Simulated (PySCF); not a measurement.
# Energy profile

The step: C₂H₇Al ([CH3][AlH][CH3]) → CH₃Al ([CH2][AlH]) + CH₄; bonds formed: C2–H4; bonds broken: Al1–C2, C3–H4 (atoms numbered as in the saddle structure below).

```tsv
atom	x (Å)	y (Å)	z (Å)
Al1	-1.1650	0.1859	-0.1267
C2	0.8219	0.9150	0.3971
C3	-0.5352	-1.5241	-0.3306
H4	0.5047	-0.2434	-0.2431
H5	-2.0143	1.3578	-0.7679
H6	1.8539	0.6951	0.1095
H7	0.6068	1.8990	-0.0337
H8	0.8016	0.9704	1.4872
H9	0.0444	-1.9497	0.4925
H10	-0.9188	-2.3062	-0.9844
```

Electronic energies by CCSD(T) at an estimated basis limit (MP2 extrapolated from triple and quadruple zeta, plus CCSD(T) − MP2 in triple zeta), on PBE0-D4/def2-TZVP structures; C2H7Al, closed shell; no counterpoise correction. Program: PySCF 2.14 with density fitting (its default auxiliary sets; JK sets also for MP2 and CCSD(T)). Basis: def2-TZVPP and def2-QZVPP. Cores are frozen in the correlated methods. Extrapolation: Hartree–Fock as exp(−7.88 √X), correlation as X^−2.97.

(1) Give the profile in kcal/mol, counted from the start structure. (Judge from chemistry; the value comes from the calculation.)

No T1 diagnostic of these runs exceeds 0.017. The restricted Hartree–Fock reference is unstable towards an unrestricted one at one or more of these structures.

Answers

(1) The calculation gives:
```csv
point,kcal/mol
start structure,0.00
saddle,79.51
end structure,59.38
"separated: CH3Al (linked as [CH2][AlH]; Al1, C3, H5, H9, H10; singlet) + CH4 (C2, H4, H6, H7, H8; singlet)",63.07
```

For scale, one of the runs: CCSD(T)/def2-TZVPP, 202 basis functions, launched by `OMP_NUM_THREADS=4 python run.py`. The run took 110 s on 4 CPU threads of an Intel Xeon 6975P-C (shared host), with 2.1 GiB of host memory at its peak.
